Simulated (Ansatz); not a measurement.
The input, for Ansatz 0.2.0:

```yaml
crystal:
  periodic: [false, false, false]
  atoms:
    - {symbol: O, position_ang: [0.000000, 0.000000, 0.652844]}
    - {symbol: Mg, position_ang: [0.000000, 0.000000, -3.568088]}
    - {symbol: H, position_ang: [0.000000, 0.000000, 2.915243]}
basis:
  gaussian: {orbitals: 6-31G}
magnetization: {spin_polarized: false, initial_magnetization: 1}
correlation: {method: fci, electrons: outside_noble_gas}
```

```sh
$ ansatz run in.yaml --threads 1 --pin off --events-out ev --progress --plain --max-ram 2393MiB
```

Log:

```
409 factors; integrals over basis functions are off by at most 2.1e-7 eV
mean field evaluation 1: about -7457.0248 eV, gradient 6.4e1 eV
mean field evaluation 2: about -7457.0249 eV, gradient 6.4e1 eV
mean field evaluation 4: about -7448.2389 eV, gradient 7.0e1 eV
mean field evaluation 8: about -7475.4331 eV, gradient 5.9e0 eV
mean field evaluation 16: about -7464.9204 eV, gradient 4.7e1 eV
mean field evaluation 32: about -7468.9440 eV, gradient 9.1e-2 eV
mean field evaluation 64: about -7476.1842 eV, gradient 3.6e-1 eV
mean field evaluation 96: about -7476.3515 eV, gradient 1.4e-1 eV
mean field evaluation 128: about -7476.3517 eV, gradient 2.0e-2 eV
mean field evaluation 160: about -7468.5569 eV, gradient 1.0e1 eV
mean field evaluation 192: about -7475.3679 eV, gradient 1.2e-3 eV
mean field -7476.35193906 eV, -274.7508661071 hartree, gradient 7.5e-6 eV, S^2 0.750000; 14 other end points of the search recorded, 0 dependent functions left out
mean field evaluation 224: about -7461.6880 eV, gradient 3.4e1 eV
mean field evaluation 256: about -7479.7064 eV, gradient 8.4e-3 eV
determinant -7476.35193906 eV, -274.7508661071 hartree, with singles and doubles -7479.59528788 eV, -274.8700569778 hartree
determinant -7476.16951371 eV, -274.7441620991 hartree, with singles and doubles -7479.48205033 eV, -274.8658955747 hartree
determinant -7476.35193906 eV, -274.7508661071 hartree, with singles and doubles -7479.74498486 eV, -274.8755582405 hartree
determinant -7476.16951371 eV, -274.7441620991 hartree, with singles and doubles -7479.59196028 eV, -274.8699346908 hartree
unrestricted determinant -7479.70646992 eV, -274.8741428424 hartree, S^2 1.7194
6 core orbitals not correlated: weight in the atoms' cores, before any rotation towards them, 1.000 or more for the frozen orbitals, at most 0.000 for the correlated occupied ones
reference -7476.35193906 eV, -274.7508661071 hartree; 5, 4 occupied and 13, 14 virtual orbitals, 409 factors
state -7482.33768541 eV, -274.9708382281 hartree
Total energy: -7482.33768541 eV, -274.9708382281 hartree
```

Ran on 1 thread of Arm Neoverse V1, shared host: 5 min wall, 0.86 GiB peak host memory.
